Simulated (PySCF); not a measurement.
**Converging SiB⁻ in the basis (PBE0)**

PySCF, UKS reference; triplet, unpaired electrons σ ↑, π ↑; De to Si⁻ + B without counterpoise correction.

```tsv
basis	relativity	functions	Re (Å)	ωe (cm⁻¹)	De (eV)	μ (D)
def2-SVPD	no relativity	44	1.854	852	n/a	-1.51
aug-pcseg-1	no relativity	50	1.865	820	3.58	-1.40
aug-cc-pV(D+d)Z/aug-cc-pVDZ	no relativity	55	1.870	818	3.59	-1.43
def2-TZVPPD	no relativity	85	1.853	831	3.81	-1.48
```

Problem. How does each smaller set differ from the one with most functions, def2-TZVPPD?

Solution. def2-SVPD: +0.1 pm, +2.5 % in ωe; aug-pcseg-1: +1.2 pm, -1.3 % in ωe, -0.23 eV in De; aug-cc-pV(D+d)Z/aug-cc-pVDZ: +1.7 pm, -1.6 % in ωe, -0.22 eV in De. All at PBE0; the set with most functions is neither the basis-set limit nor always the best.

A positive dipole points towards B; it is taken about the centre of mass and depends on that origin. For an ion De counts to the pair picked by the measured ionisation energies or electron affinities, which need not be the lowest pair at this level. The highest Kohn–Sham level is positive in some of these anions. Much of that is self-interaction error, but it also means that the finite basis helps to hold the extra electron. The state is the lowest determinant that a PBE0 search found; another state may lie lower at other levels.
